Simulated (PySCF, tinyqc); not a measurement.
CCSD on RHF in the sto-3g basis, frozen core, for CH2, spin multiplicity 1, step by step. The lowest restricted solution is unstable here: a spin-polarised one lies 0.0460 hartree lower (PySCF). One step of it, computed by the program tinyqc.

Question. Iteration 7 (converged): orbitals. Diagonalise F' = X^T F X, C = X C', fill 4 alpha and 4 beta electrons from the bottom; D = 2 C_occ C_occ^T. Each column has its largest component positive (the first on a tie).

converged F (hartree), order 1C 1s, 1C 2s, 1C 2px, 1C 2py, 1C 2pz, 2H 1s, 3H 1s:
```
[[-10.973203, -2.953523, 0.000000, 0.000000, -0.025502, -0.802332, -0.802332],
 [-2.953523, -1.451749, 0.000000, 0.000000, -0.090167, -0.743659, -0.743659],
 [0.000000, 0.000000, 0.237525, 0.000000, 0.000000, 0.000000, 0.000000],
 [0.000000, 0.000000, 0.000000, -0.284858, 0.000000, -0.395505, 0.395505],
 [-0.025502, -0.090167, 0.000000, 0.000000, -0.249301, -0.239868, -0.239868],
 [-0.802332, -0.743659, 0.000000, -0.395505, -0.239868, -0.516761, -0.226574],
 [-0.802332, -0.743659, 0.000000, 0.395505, -0.239868, -0.226574, -0.516761]]
```

X, order 1C 1s, 1C 2s, 1C 2px, 1C 2py, 1C 2pz, 2H 1s, 3H 1s:
```
[[1.027138, -0.156237, 0.000000, 0.000000, -0.011187, 0.026297, 0.026297],
 [-0.156237, 1.333237, 0.000000, 0.000000, 0.128530, -0.372855, -0.372855],
 [0.000000, 0.000000, 1.000000, 0.000000, 0.000000, 0.000000, 0.000000],
 [0.000000, 0.000000, 0.000000, 1.226087, 0.000000, -0.332872, 0.332872],
 [-0.011187, 0.128530, 0.000000, 0.000000, 1.053467, -0.155600, -0.155600],
 [0.026297, -0.372855, 0.000000, -0.332872, -0.155600, 1.293553, -0.042683],
 [0.026297, -0.372855, 0.000000, 0.332872, -0.155600, -0.042683, 1.293553]]
```

Give: F' = X^T F X; orbital energies; coefficients C; D after iteration 7.

Answer.

F' = X^T F X (hartree):
```
[[-10.7393, -1.5599, 0.0000, 0.0000, -0.0418, -0.1278, -0.1278],
 [-1.5599, -0.5209, 0.0000, 0.0000, 0.1237, -0.4757, -0.4757],
 [0.0000, 0.0000, 0.2375, 0.0000, 0.0000, 0.0000, 0.0000],
 [0.0000, 0.0000, 0.0000, 0.1531, 0.0000, -0.4903, 0.4903],
 [-0.0418, 0.1237, 0.0000, 0.0000, -0.1422, -0.2432, -0.2432],
 [-0.1278, -0.4757, 0.0000, -0.4903, -0.2432, 0.0461, -0.0763],
 [-0.1278, -0.4757, 0.0000, 0.4903, -0.2432, -0.0763, 0.0461]]
```

orbital energies (hartree): [-10.9793, -0.8305, -0.5558, -0.2732, 0.2375, 0.6506, 0.8313]

coefficients C, order 1C 1s, 1C 2s, 1C 2px, 1C 2py, 1C 2pz, 2H 1s, 3H 1s:
```
[[0.9930, -0.2191, 0.0000, 0.1147, 0.0000, -0.1840, 0.0000],
 [0.0312, 0.6547, 0.0000, -0.5305, 0.0000, 1.1771, 0.0000],
 [0.0000, 0.0000, 0.0000, 0.0000, 1.0000, 0.0000, 0.0000],
 [0.0000, 0.0000, 0.5208, 0.0000, 0.0000, 0.0000, 1.2057],
 [0.0056, 0.1512, 0.0000, 0.8476, 0.0000, 0.6584, 0.0000],
 [-0.0074, 0.2806, 0.4427, 0.1799, 0.0000, -0.9138, -0.8986],
 [-0.0074, 0.2806, -0.4427, 0.1799, 0.0000, -0.9138, 0.8986]]
```

D after iteration 7, order 1C 1s, 1C 2s, 1C 2px, 1C 2py, 1C 2pz, 2H 1s, 3H 1s:
```
[[2.0942, -0.3466, 0.0000, 0.0000, 0.1392, -0.0964, -0.0964],
 [-0.3466, 1.4219, 0.0000, 0.0000, -0.7010, 0.1761, 0.1761],
 [0.0000, 0.0000, 0.0000, 0.0000, 0.0000, 0.0000, 0.0000],
 [0.0000, 0.0000, 0.0000, 0.5424, 0.0000, 0.4611, -0.4611],
 [0.1392, -0.7010, 0.0000, 0.0000, 1.4827, 0.3898, 0.3898],
 [-0.0964, 0.1761, 0.0000, 0.4611, 0.3898, 0.6144, -0.1696],
 [-0.0964, 0.1761, 0.0000, -0.4611, 0.3898, -0.1696, 0.6144]]
```
